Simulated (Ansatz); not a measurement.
Born–Oppenheimer molecular dynamics of CH$_{4}$AlB (7 atoms, charge 0, multiplicity 1). It starts from a relaxed structure.

The calculation used RKS PBE/6-31G* in Ansatz 0.2.0.

```json
{"ensemble": "NVE (velocity Verlet)", "time step": "1 fs", "steps asked": "300", "starting velocities drawn for": "300 K", "masses": "H 2.014 u", "seed": "606308"}
```

First frame:

```xyz
7
Properties=species:S:1:pos:R:3
B -0.925 -0.015 -0.680
C -0.143 0.626 0.392
Al 0.653 -1.190 -0.485
H -1.960 0.245 -1.215
H 0.833 0.325 0.855
H -0.451 1.551 0.905
H 2.055 -1.610 0.183
```

How far do the bonds stretch over the last three quarters of this one trajectory? (Pairs bonded in most of those frames.)


```json
{"bond": "B1–C2", "mean (Å)": "1.476", "spread (Å)": "0.020", "shortest": "1.43", "longest": "1.52"}
{"bond": "B1–Al3", "mean (Å)": "1.987", "spread (Å)": "0.030", "shortest": "1.92", "longest": "2.05"}
{"bond": "B1–H4", "mean (Å)": "1.200", "spread (Å)": "0.036", "shortest": "1.14", "longest": "1.26"}
{"bond": "C2–Al3", "mean (Å)": "2.167", "spread (Å)": "0.027", "shortest": "2.11", "longest": "2.22"}
{"bond": "C2–H5", "mean (Å)": "1.122", "spread (Å)": "0.023", "shortest": "1.08", "longest": "1.16"}
{"bond": "C2–H6", "mean (Å)": "1.103", "spread (Å)": "0.005", "shortest": "1.09", "longest": "1.11"}
{"bond": "Al3–H7", "mean (Å)": "1.611", "spread (Å)": "0.022", "shortest": "1.57", "longest": "1.65"}
```

Mean temperature of the second half: 150 K. The conserved energy stayed within 0.29 meV per atom of its start (net change 0.053 meV per atom), so the integration is sound. The temperature averaged 0.50 of the 300 K drawn at the start: a run that starts near a minimum puts about half its kinetic energy into the potential. A run of 0.3 ps of so small a system gives no equilibrium averages.

The run took 4.9 min on 1 thread of Arm Neoverse V1 (shared host), peak memory 0.08 GiB.
